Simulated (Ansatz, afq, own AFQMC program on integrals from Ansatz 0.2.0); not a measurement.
**Where AFQMC and coupled cluster stand for N2H3, doublet**

```yaml
atoms:
  - { symbol: N, position_ang: [-0.0603, -0.0531, 0.6220] }
  - { symbol: N, position_ang: [0.0341, 0.1229, -0.7009] }
  - { symbol: H, position_ang: [0.2133, -0.9277, 1.0504] }
  - { symbol: H, position_ang: [0.1666, 0.7675, 1.1607] }
  - { symbol: H, position_ang: [-0.0163, -0.8095, -1.1147] }
```

Connectivity, by distances: NH2–NH.

Basis cc-pVDZ. Only valence electrons are correlated. AFQMC by an in-house program on the Cholesky factors that Ansatz 0.2.0 writes for its CCSD(T) run. ph-AFQMC/CISD is guided by a CISD state made of CCSD amplitudes; releasing the constraint for a short imaginary time cuts its bias at the price of noise, slowly where states lie close. Error bars are statistical, one sigma.

Determinant: UHF, the one that the program's search chose, which needn't be the lowest solution. The geometry is a point of a scan.

No full CI on the walks' own integrals is used here. The released AFQMC energy serves as the reference, which it does only where one determinant dominates, the energy is flat over the last release times and near the phaseless one (40 meV or 2 meV an electron, half that with transition metals). On small molecules, where full CI could be run and the noise was under 10 meV, such values lay within 10 meV of it in 19 cases of 20, a flattering rate, since the rule was set on those same cases; what remains of the bias isn't in the error bar.

Cautions: the released value is read at 2.40 1/Eh with a noise of 20 meV, more than in the cases checked (meV from the phaseless value at times in 1/Eh: -8 ± 16 at 0.24, -1 ± 17 at 0.51, 7 ± 19 at 0.99, -26 ± 15 at 1.62, -8 ± 20 at 2.40).

- T1 diagnostic: 0.0198
- weight of the determinant in the CISD state: 0.889
- ⟨S²⟩ of the determinant: 0.762
- size of the correlated space: 13 electrons in 41 orbitals

| level | correlation energy (eV) |
| --- | --- |
| MP2 | -8.6254 |
| CCSD | -9.3358 |
| CCSD(T) | -9.5664 |

Q: Estimate where AFQMC with the constraint released lies against CCSD(T) on the same integrals.

A: 1.50 ± 0.75 mEh below CCSD(T). The gap is under twice the noise, so this walk alone can't tell the two apart.

Reference: AFQMC with the constraint released, correlation energy -9.607 ± 0.020 eV.

```
        level  E − E(reference) (mEh)  share of correlation (%)
      CCSD(T)             1.50 ± 0.75                     99.58
  ph-AFQMC/HF             2.13 ± 2.67                     99.40
ph-AFQMC/CISD             0.28 ± 0.96                     99.92
```

Released energies are given only where the last usable release times agree within the noise; a slower fall can still hide under it.
